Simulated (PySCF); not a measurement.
Molecule: `C(C)C(C)(C)C`, C$_{6}$H$_{14}$.

Molfile (atoms numbered from 1):
```
C6H14
     RDKit          3D

 20 19  0  0  0  0  0  0  0  0999 V2000
    2.0739   -0.6063    0.1119 C   0  0  0  0  0  0  0  0  0  0  0  0
    0.9870    0.1062   -0.6787 C   0  0  0  0  0  0  0  0  0  0  0  0
   -0.4202    0.1377   -0.0503 C   0  0  0  0  0  0  0  0  0  0  0  0
   -1.3471    0.8962   -1.0033 C   0  0  0  0  0  0  0  0  0  0  0  0
   -0.9583   -1.2824    0.1416 C   0  0  0  0  0  0  0  0  0  0  0  0
   -0.3943    0.8618    1.2981 C   0  0  0  0  0  0  0  0  0  0  0  0
    2.2312   -0.1501    1.1013 H   0  0  0  0  0  0  0  0  0  0  0  0
    1.8405   -1.6704    0.2696 H   0  0  0  0  0  0  0  0  0  0  0  0
    3.0349   -0.5607   -0.4225 H   0  0  0  0  0  0  0  0  0  0  0  0
    1.3003    1.1493   -0.8629 H   0  0  0  0  0  0  0  0  0  0  0  0
    0.9028   -0.3594   -1.6769 H   0  0  0  0  0  0  0  0  0  0  0  0
   -0.9978    1.9297   -1.1582 H   0  0  0  0  0  0  0  0  0  0  0  0
   -2.3733    0.9443   -0.6054 H   0  0  0  0  0  0  0  0  0  0  0  0
   -1.3912    0.4057   -1.9889 H   0  0  0  0  0  0  0  0  0  0  0  0
   -0.9637   -1.8369   -0.8108 H   0  0  0  0  0  0  0  0  0  0  0  0
   -0.3554   -1.8554    0.8625 H   0  0  0  0  0  0  0  0  0  0  0  0
   -1.9920   -1.2602    0.5219 H   0  0  0  0  0  0  0  0  0  0  0  0
    0.2216    0.3287    2.0383 H   0  0  0  0  0  0  0  0  0  0  0  0
    0.0100    1.8817    1.1933 H   0  0  0  0  0  0  0  0  0  0  0  0
   -1.4103    0.9457    1.7156 H   0  0  0  0  0  0  0  0  0  0  0  0
  1  2  1  0
  2  3  1  0
  3  4  1  0
  3  5  1  0
  3  6  1  0
  1  7  1  0
  1  8  1  0
  1  9  1  0
  2 10  1  0
  2 11  1  0
  4 12  1  0
  4 13  1  0
  4 14  1  0
  5 15  1  0
  5 16  1  0
  5 17  1  0
  6 18  1  0
  6 19  1  0
  6 20  1  0
M  END
```

Geometry PBE0-D3(BJ)/def2-SVP throughout; GIAO in PySCF, gas phase, one conformer, non-relativistic; equivalent atoms averaged; basis pcSseg-1.

Problem. How do the shifts δ (against TMS at the same level) depend on the functional? (ppm; last column core-seconds on shared hosts with different chips, so compare them loosely; the GGAs took longer than the global hybrids here, which isn't the general rule, and the cause wasn't traced)

Solution. 
```
functional                    kind    C2  C4/C5/C6    C3    C1  H7/H8/H9  H10/H11  H12/H13/H14/H15/H16/H17/H18/H19/H20  core-s
        HF            Hartree–Fock  34.6      28.5  23.8  10.5      0.92     0.86                                 0.81       9
       LDA                     LDA  42.4      31.9  33.6   9.0      0.93     1.22                                 0.92      25
       PBE                     GGA  41.2      31.0  32.8  10.7      0.95     1.19                                 0.91      30
      BLYP                     GGA  42.6      31.6  34.2  11.4      0.98     1.21                                 0.93      31
      BP86                     GGA  41.2      31.2  33.3  11.0      0.95     1.19                                 0.93      32
      OPBE                     GGA  38.1      28.8  30.0  10.7      0.91     1.17                                 0.88      32
       KT2                     GGA  40.6      30.2  33.1  11.0      0.97     1.20                                 0.93      32
       KT3                     GGA  39.6      29.3  32.2  11.5      0.95     1.19                                 0.90      28
     B97-D                     GGA  40.6      30.6  32.8  11.7      0.98     1.20                                 0.94      30
     B3LYP           global hybrid  40.7      31.0  32.1  11.0      0.95     1.12                                 0.90      14
      PBE0           global hybrid  39.1      30.3  30.2  10.4      0.92     1.09                                 0.88      15
  mPW1PW91           global hybrid  38.9      30.2  30.2  10.6      0.92     1.08                                 0.88      20
      WP04           global hybrid  39.4      30.0  35.1  12.9      0.90     1.06                                 0.86      18
     B97-2           global hybrid  38.8      30.0  30.4  11.1      0.93     1.10                                 0.89      20
 BHandHLYP           global hybrid  38.4      30.1  29.1  10.7      0.93     1.01                                 0.86      21
 CAM-B3LYP  range-separated hybrid  39.5      30.7  30.4  10.2      0.94     1.08                                 0.89      26
   wB97X-D  range-separated hybrid  38.6      30.6  29.9  10.7      0.92     1.05                                 0.88      23
   LC-wPBE  range-separated hybrid  36.5      29.6  27.4   9.8      0.89     1.01                                 0.87      32
```

Problem. Which nucleus moves most, in ppm?

Solution. C3 (quaternary sp3 carbon): from 23.8 ppm with HF to 35.1 ppm with WP04. The smallest spread is 0.09 ppm, at H7/H8/H9. Proton shifts span only some 12 ppm, so a few tenths of a ppm matter as much there as several ppm in carbon.
